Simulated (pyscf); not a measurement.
## Addition across a multiple bond or ene-type step: H₂N–AlH₂ (SMILES [NH2][AlH2]) + H₂C=CH₂ (SMILES C=C) → H₃C–CH₂–AlH–NH₂ (SMILES C[CH2][AlH][NH2])

Gas phase, singlet surface, charge 0. Bonds broken: Al2–H5. Bonds formed: Al2–C7, H5–C8. Single points on ωB97X-D3(BJ)/def2-SVP structures (PySCF, gas phase). Correlated levels are frozen-core, on RHF or UHF. ΔMP2 is the change of the MP2 total energy from the triple- to the quadruple-zeta basis.

Transition state (Å):

```xyz
12

N     -2.6795    -0.9640    -0.0914
Al    -1.4370    -0.1812     0.9492
H     -3.6640    -0.7214    -0.0542
H     -2.5817    -1.8903    -0.4940
H     -1.6400     1.4702     0.9147
H     -0.9250    -0.6019     2.3884
C      0.3286     0.1430    -0.2119
C     -0.2153     1.4270    -0.0960
H      1.1923    -0.1326     0.3992
H      0.1461    -0.4298    -1.1260
H     -0.8188     1.8493    -0.9045
H      0.2205     2.1597     0.5892
```

One imaginary mode, 784i cm⁻¹; descent along it reached the two sides named, in the forms told below.

```
bond    change  reactant side (Å)  saddle  product side
------  ------  -----------------  ------  ------------
Al2–H5  breaks              1.591   1.664           3.1
Al2–C7   forms                2.7   2.138         1.964
H5–C8    forms                2.9   1.747         1.104
```

Electronic energies relative to the separated reactants (kJ/mol):

| level | barrier | reaction energy | reverse barrier |
|---|---|---|---|
| ωB97X-D3(BJ)/def2-TZVP | 30.1 | -145.0 | 175.1 |
| PBE/def2-TZVP | 19.4 | -132.9 | 152.3 |
| r²SCAN/def2-TZVP | 15.3 | -138.9 | 154.2 |
| B3LYP-D3(BJ)/def2-TZVP | 41.0 | -125.2 | 166.2 |
| PBE0-D3(BJ)/def2-TZVP | 16.1 | -148.7 | 164.9 |
| M06-2X/def2-TZVP | 28.5 | -141.5 | 170.0 |
| ωB97M-D3(BJ)/def2-TZVP | 40.6 | -132.4 | 173.0 |
| HF/def2-TZVP | 103.1 | -99.6 | 202.7 |
| MP2/def2-QZVPP | 42.2 | -141.0 | 183.1 |
| CCSD/def2-TZVPP | 57.4 | -127.0 | 184.4 |
| CCSD(T)/def2-TZVPP | 48.3 | -127.8 | 176.1 |
| CCSD(T)/def2-TZVPP + ΔMP2(QZVPP) | 46.9 | -129.1 | 176.0 |

With CCSD(T)/def2-TZVPP + ΔMP2(QZVPP) energies and thermal terms (ideal gas, 1 atm, RRHO with modes under 100 cm⁻¹ raised to 100, one conformer, R ln 2 for rigid chiral ones), in kJ/mol:

| T (K) | ΔH‡ | ΔG‡ | ΔH | ΔG |
|---|---|---|---|---|
| 298 | 49.9 | 94.3 | -112.4 | -71.3 |
| 600 | 51.4 | 138.9 | -110.4 | -30.4 |
| 900 | 53.8 | 182.1 | -107.4 | +9.0 |
| 1200 | 56.3 | 224.5 | -103.8 | +47.2 |

On the reactant side the descent ends in a bound adduct, 37.9 kJ/mol under the separated species and 68.0 kJ/mol under the saddle at ωB97X-D3(BJ)/def2-TZVP. At the saddle there is also a short Al–C contact that neither side keeps. H₃C–CH₂–AlH–NH₂ lies 62.3 kJ/mol over its isomer H₃C–Al(CH₃)–NH₂, and others may lie lower still (electronic energy, ωB97M-D3(BJ)). This is the saddle that the search found; another between the same sides may lie lower. The CCSD(T) − MP2 part came from Ansatz, without density fitting, on the same reference.
